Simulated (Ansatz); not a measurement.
A nudged elastic band was laid between two geometries of CH₆AlN (9 atoms, charge 0, multiplicity 1).

Method: Ansatz, RKS PBE0-D4/def2-SVP.

```
movable images  : 7
climbing image  : yes
spring          : 5.0 eV/Å²
optimiser       : quadratic models (default)
start path      : through a guess of the saddle point
force threshold : 0.05 eV/Å
iteration limit : 60
end points      : relaxed
```

Initial state:

```xyz
9
Properties=species:S:1:pos:R:3
Al 0.464 0.046 -0.090
N 0.774 -0.027 1.657
H 0.073 -0.095 2.387
H 1.699 -0.007 2.074
H 1.751 0.151 -1.018
C -1.376 -0.008 -0.756
H -1.884 -0.942 -0.463
H -1.980 0.820 -0.346
H -1.422 0.062 -1.854
```

Final state:

```xyz
9
Properties=species:S:1:pos:R:3
Al 0.556 0.394 -1.151
N 1.007 0.074 1.019
H 0.438 0.695 1.600
H 0.767 -0.880 1.297
H 1.983 0.230 1.268
C -1.362 -0.061 -0.684
H -1.471 -1.063 -0.222
H -1.798 0.664 0.034
H -2.021 -0.053 -1.569
```

**Question.** What changes between the two ends?

**Answer.** Bonds broken: Al1–H5. Bonds formed: N2–H5.

**Question.** Give the energies along the band, and the barrier.

**Answer.** The forces met the threshold. The highest image is number 2 of 0 to 8, 68.5 kcal/mol above the first end and 36.1 kcal/mol above the last; the last end lies 32.4 kcal/mol above the first. The profile has 2 maxima (images 2, 5) with wells between them (image 3): this band takes more than one step, which may be the mechanism or a detour left from its start path. Neighbouring images differ by up to 2.5 eV, so the band resolves the path poorly. A vibrational analysis at the climbing image gives one clearly imaginary mode, 1420i cm⁻¹: a first-order saddle point. The orbitals stay closed-shell, which can raise the energy where a bond breaks towards radicals; this wasn't checked here.

```
image  path coordinate (Å)  energy (kcal/mol)  Al1–H5 (Å)  N2–H5 (Å)
    0                 0.00                0.0        1.59       2.85
    1                 1.13               10.9        1.57       2.47
    2                 2.26               68.5        1.71       1.46
    3                 3.23               33.3        2.61       1.02
    4                 4.19               37.7        2.83       1.02
    5                 5.15               48.7        2.84       1.02
    6                 6.11               46.9        2.78       1.02
    7                 7.07               36.4        2.75       1.02
    8                 8.03               32.4        2.81       1.02
```

**Question.** What is the geometry of the highest image?

**Answer.** 
```xyz
9
Properties=species:S:1:pos:R:3:forces:R:3
Al 0.491 0.376 -0.513 0.00 0.03 -0.01
N 0.851 0.073 1.347 -0.04 -0.04 0.02
H 0.299 -0.369 2.095 0.01 0.00 0.00
H 1.659 0.532 1.767 0.02 0.01 -0.03
H 1.689 -0.526 0.316 0.02 -0.01 0.01
C -1.430 0.045 -0.819 0.00 0.00 0.00
H -1.621 -1.043 -0.759 0.00 0.00 0.01
H -2.043 0.532 -0.041 0.00 0.00 0.00
H -1.795 0.380 -1.803 0.00 0.00 0.00
```

The run took 6.6 min on 1 thread of Arm Neoverse V2 (shared host), peak memory 0.16 GiB.
